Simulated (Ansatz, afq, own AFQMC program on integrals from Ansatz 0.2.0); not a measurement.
**Atomization energy of C2H6GeO2, singlet**

```csv
atom,x (Å),y (Å),z (Å)
C,-0.0906,-1.5870,1.2232
C,-0.2967,-0.5747,0.1348
O,-1.1254,-0.6608,-0.7425
O,0.5349,0.4590,0.2176
Ge,0.2926,1.7083,-1.1125
H,-0.7999,-2.4135,1.1057
H,0.9422,-1.9634,1.1867
H,-0.2238,-1.1073,2.2039
H,-1.1156,2.2973,-0.9935
H,1.3734,2.7303,-0.7349
H,0.5741,1.0547,-2.4681
```

Atoms in their ground-state spins without spin–orbit coupling (mostly on UHF) minus the molecule (RHF), without zero-point energy. The geometry is a stationary point, not shown to be a minimum.

Basis def2-SVP. Noble-gas cores (and the filled d shells of Ga–Kr and In–Xe) are frozen. Ansatz 0.2.0 and our own AFQMC program on the same integrals; the CISD trial comes from CCSD amplitudes, and released means the phaseless constraint is let go. Uncertainties: one standard error, sampling alone. No spin–orbit coupling. The errors of all members are added in quadrature.

No full CI on the walks' own integrals is used here. The released AFQMC energy serves as the reference, which it does only where one determinant dominates, the energy is flat over the last release times and near the phaseless one (40 meV or 2 meV an electron, half that with transition metals). On small molecules, where full CI could be run and the noise was under 10 meV, such values lay within 10 meV of it in 19 cases of 20, a flattering rate, since the rule was set on those same cases; what remains of the bias isn't in the error bar. Each member takes its own surest rung, up to full CI.

The best estimate is CCSD(T) at the basis-set limit (CBS: def2-TZVPP and def2-QZVPP, with their diffuse functions for anions and beside diffuse sets, CCSD(T) itself extrapolated) plus the step from CCSD(T) to AFQMC with the constraint released in def2-SVP. Rows without CBS are in def2-SVP, the functionals in def2-TZVP; B2PLYP and the wave-function rows carry a basis error of their own. Core correlation and relativity beyond core potentials are missing, and ± holds the sampling alone.

Cautions: inner d shell frozen; no relativity below Rb; no spin-orbit coupling; C₂H₆GeO₂ (singlet): the released value is read at 0.60 1/Eh with a noise of 16 meV, more than in the cases checked (meV from the phaseless value at times in 1/Eh: -16 ± 15 at 0.20, -18 ± 15 at 0.40, -16 ± 16 at 0.60).

```json
{"level": "HF", "atomization energy (kJ/mol)": "2984.2"}
{"level": "B3LYP", "atomization energy (kJ/mol)": "4105.1"}
{"level": "CCSD", "atomization energy (kJ/mol)": "3895.4"}
```

(1) From these cheaper values, estimate the atomization energy at the level of the best estimate.

(1) 4158.7 ± 1.5 kJ/mol (best estimate, highest rung released AFQMC).

```
         level  atomization energy (kJ/mol)  error against the best estimate (kJ/mol)
           MP2                       4006.4                              -152.4 ± 1.5
       CCSD(T)                       3945.0                              -213.7 ± 1.5
 ph-AFQMC/CISD                 3950.3 ± 1.1                              -208.4 ± 1.8
released AFQMC                 3950.7 ± 1.5                                    -208.0
        HF/CBS                       2951.2                             -1207.5 ± 1.5
       MP2/CBS                       4235.0                                76.3 ± 1.5
   CCSD(T)/CBS                       4153.0                                -5.7 ± 1.5
           PBE                       4225.9                                67.2 ± 1.5
        r2SCAN                       4166.8                                 8.1 ± 1.5
          PBE0                       4128.2                               -30.5 ± 1.5
       wB97M-V                       4151.7                                -7.0 ± 1.5
        B2PLYP                       4091.4                               -67.3 ± 1.5
```

Correlation beyond CCSD(T) adds 5.7 ± 1.5 kJ/mol. Going to the basis-set limit adds 208.0 kJ/mol at CCSD(T). The perturbative (T) step is worth +49.6 kJ/mol.

Best estimates are given only where the step beyond CCSD(T) is under 0.3 eV and no member's determinant is very poor (T1 over 0.05, or 0.07 for open shells, ⟨S²⟩ too high by 0.3, two states mixed), so the hardest cases are missing from such tables.

The functionals ran in a triple-zeta set and keep a basis error of their own, a few kJ/mol for each bond in atomization energies and more for double hybrids, so close places among them and the extrapolated levels can swap.

Each member of a difference takes its own highest rung, so a best estimate needn't equal the limit plus the step of one row. Released energies are given only where the last usable release times agree within the noise; a slower fall can still hide under it.
